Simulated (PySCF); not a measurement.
Species: C₅H₁₃N.
Structure used (GFN2-xTB), in Å, numbered top down from 1:
```
atom  x, y, z in Å
C1     2.706   -0.199   -0.087
C2     1.377    0.530    0.075
C3     0.200   -0.438   -0.046
N4    -1.075    0.249   -0.177
C5    -1.480    0.900    1.052
C6    -2.109   -0.649   -0.647
H7     2.812   -0.972    0.671
H8     3.536    0.496    0.013
H9     2.770   -0.670   -1.066
H10    1.275    1.296   -0.694
H11    1.361    1.024    1.048
H12    0.341   -1.034   -0.953
H13    0.202   -1.132    0.815
H14   -2.439    1.391    0.892
H15   -0.750    1.658    1.322
H16   -1.586    0.193    1.892
H17   -1.812   -1.067   -1.608
H18   -3.032   -0.088   -0.784
H19   -2.307   -1.479    0.051
```

Computed at PBE0/pcSseg-1 (PySCF, non-relativistic), with Q(14N) = 0.02044 b: N4, 14N (I = 1): χzz = -6.128 MHz, η = 0.014.

(1) Where would the pure quadrupole (NQR) lines of 14N at N4 fall for the rigid, isolated species?

Results:

(1) From ν± = (3/4)|χ|(1 ± η/3) and ν0 = |χ|η/2: ν+ 4.618 MHz, ν− 4.574 MHz, ν0 0.043 MHz (tertiary amine nitrogen).

In a crystal, neighbours and librations shift these lines. GFN2-xTB bond lengths can be off by several hundredths of an ångström, more for odd bonds, and the gradients follow them. With a basis this small, the couplings can be 20 % off.

One conformer stands for the species.
